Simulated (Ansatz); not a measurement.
Reaction: H3BO2 (boronic acid, SMILES OBO) → H2BO (SMILES [BH]O, doublet) + HO (SMILES [OH], doublet) (the B-O bond breaks)
Each species at its own B3LYP-D3(BJ)/def2-TZVP minimum (Ansatz, a first-principles code), one conformer.

Total energies in hartree (Ansatz). UHF or UKS for unpaired electrons; spin-orbit terms are left out. Cores are frozen in correlated methods. No relativity.

```tsv
species	HF/cc-pVTZ	CCSD(T)/cc-pVTZ	HF/cc-pVQZ	CCSD(T)/cc-pVQZ	CCSDT(Q)/cc-pVTZ
1: H3BO2 (boronic acid, SMILES OBO)	-176.33691	-176.95613	-176.35109	-177.01286	-176.95729
2: H2BO (SMILES [BH]O, doublet)	-100.72714	-101.07275	-100.73513	-101.10352	-101.07366
3: HO (SMILES [OH], doublet)	-75.41896	-75.63769	-75.42557	-75.66159	-75.63817
```

Task: Work out the bond dissociation energy (electronic) in kJ/mol: take Hartree-Fock from cc-pVQZ, extrapolate the CCSD(T) correlation energy as X^-3 (X = 3, 4), and add CCSDT(Q) - CCSD(T) in cc-pVTZ. 1 hartree = 2625.5 kJ/mol.

Result: 
Species 1: correlation (64·(-0.66177) - 27·(-0.61922))/37 = -0.69282; step -0.00116; E1 = -176.35109 + (-0.69282) + (-0.00116) = -177.04507
Species 2: correlation (64·(-0.36839) - 27·(-0.34561))/37 = -0.38501; step -0.00091; E2 = -100.73513 + (-0.38501) + (-0.00091) = -101.12105
Species 3: correlation (64·(-0.23602) - 27·(-0.21873))/37 = -0.24864; step -0.00048; E3 = -75.42557 + (-0.24864) + (-0.00048) = -75.67469
-1·E1 +1·E2 +1·E3 = 0.24933 hartree = 654.6 kJ/mol.
